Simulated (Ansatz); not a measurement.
## Ansatz (development build ahead of 0.2.0) run

```yaml
crystal:
  periodic: [false, false, false]
  atoms:
    - { symbol: F, position_ang: [0.0, 0.0, 0.0] }
    - { symbol: F, position_ang: [0.0, 0.0, 1.2559] }
basis:
  gaussian: { orbitals: def2-SVP }
total_charge: 1
magnetization:
  spin_polarized: true
  initial_magnetization: 1
hamiltonian:
  xc: hf
correlation:
  method: mp2
  frozen_orbitals: { F: 1 }
```

The input is written out in the form of the current development build from the run's settings.

Output:

```yaml
Converged: yes
Reference_energy: -197.94513 hartree
Correlation_energy: -0.34848 hartree
Total_energy: -198.29361 hartree
Spin_squared_of_the_determinant: 0.775
Stability_test: minimum
```

Messages of the program:
```
mean field -5386.36137350 eV, -197.9451294694 hartree, gradient 3.3e-6 eV, S^2 0.774720; 5 other ends of a descent, 0 dependent functions left out
```

Caution: MP2 on this radical cation hangs on the determinant chosen; the determinant may break the point group; another reference gives a lower total.
